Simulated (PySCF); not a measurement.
**Electric field gradients and quadrupole coupling constants**

Species: CH3CF2CN, C3H3F2N.
Geometry (PBE0-D3(BJ)/def2-SVP, Å), atoms numbered from 1 in this order:
```
atom  x, y, z in Å
C1    -1.0136   -0.0098   -0.1785
C2     0.3979   -0.3874    0.1833
F3     0.8258   -1.4058   -0.5936
F4     0.4550   -0.8071    1.4651
C5     1.3504    0.7437    0.0253
N6     2.0586    1.6457   -0.1106
H7    -1.6490   -0.8942   -0.0334
H8    -1.3632    0.8042    0.4697
H9    -1.0619    0.3106   -1.2273
```

Field gradients from the B3LYP/pcJ-1 density (PySCF, non-relativistic), principal values in atomic units, ordered |Vxx| ≤ |Vyy| ≤ |Vzz|:

```tsv
atom	Vxx	Vyy	Vzz
N6	0.4845	0.5339	-1.0184
```

Q: Find the asymmetry η = (Vxx − Vyy)/Vzz and the couplings χ = eQV/h (234.96 MHz × Q in barn × V in au), with Q(14N) = 0.02044 b.

A: 
| atom | environment | nucleus | η | χzz (MHz) | χxx (MHz) | χyy (MHz) |
| --- | --- | --- | --- | --- | --- | --- |
| N6 | nitrile nitrogen | 14N | 0.05 | -4.891 | 2.327 | 2.564 |

Q: What is Vzz at N6 in SI units (1 au = 9.71736 × 10²¹ V/m²)?

A: -1.0184 au = -9.896 × 10²¹ V/m².

Isolated species at its PBE0-D3(BJ)/def2-SVP geometry, gas phase. These gradients aren't converged with respect to the basis.

The run behind these numbers computed spin–spin couplings as well. On Arm Neoverse V1, one thread, shared host, this took 30 s wall and 0.85 GiB of memory at its peak.
